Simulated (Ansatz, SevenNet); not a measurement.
**Lattice parameter a of antifluorite Mg2Si at several levels of theory**

No measured value is used here.

```
level (code)                   value (Å)
-----------------------------  ---------
SevenNet-0                         6.363
LDA (Ansatz)                           ?
PBE (Ansatz)                       6.365
PBE-D3(BJ) (Ansatz)                6.274
PBE-D4 (Ansatz)                    6.300
rVV10 (Ansatz)                     6.360
B3LYP (VWN-RPA form) (Ansatz)      6.364
HSE06 (Ansatz)                         ?
PBE0 (Ansatz)                          ?
Hartree–Fock (Ansatz)              6.441
```

Question: What belongs in the gaps?

Answer: 
- LDA (Ansatz, a program for electronic structure), value (Å): 6.260
- HSE06 (Ansatz), value (Å): 6.337
- PBE0 (Ansatz), value (Å): 6.333

PBE-D4: a distance lies near a switch of the dispersion term, which can move the cell. Cutoffs and k meshes differ between the levels. Ansatz's density-functional and Hartree–Fock values are scalar-relativistic unless marked +SOC, with PAW data made under PBE.

Machine-learned potentials (SevenNet-0) are trained on DFT data: a solid inside that data is no test of them.
